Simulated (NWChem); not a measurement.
System: sulfur dioxide (SO$_{2}$); SMILES O=S=O

```xyz
3

O      1.2504     0.0000     0.3736
S      0.0000     0.0000    -0.3691
O     -1.2504     0.0000     0.3736
```
Atoms are numbered in this order, from 1.

Computed with NWChem. The geometry was optimised at PBE0/def2-SVP. GIAO values for the isolated, static molecule; σ is the absolute isotropic shielding, δ = σ(reference) − σ with the isolated reference molecule computed at the same levels (17O: water).

Problem. What does the run give for PBE/pcSseg-1? Quantities: δ O1 (ppm); σ S2 (ppm).

Solution. 
```yaml
"δ O1 (ppm)": 704.5
"σ S2 (ppm)": -276.2
```
